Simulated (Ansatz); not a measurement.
# Multireference treatment of C2H2, singlet

Program: Ansatz, Gaussian basis, development build. Basis cc-pVDZ, nonrelativistic, 2 orbitals frozen in the corrections. State-specific CASSCF; RHF is the lowest restricted (open-shell) Hartree–Fock solution met. No symmetry is imposed, so a solution can break that of the shape. Lower solutions, or ones in other orbitals, may exist.

Geometry:

```xyz
4

C     0.0000    0.0000   -0.6526
C     0.0000    0.0000    0.6526
H     0.0000    0.0000   -1.8136
H     0.0000    0.0000    1.8136
```

Q: What do CASSCF and its corrections give against RHF in CAS(4,4), and what are the occupations?

A: CASSCF -2.151 eV, SC-NEVPT2 -7.402 eV; occupations 1.92, 1.92, 0.08, 0.08.
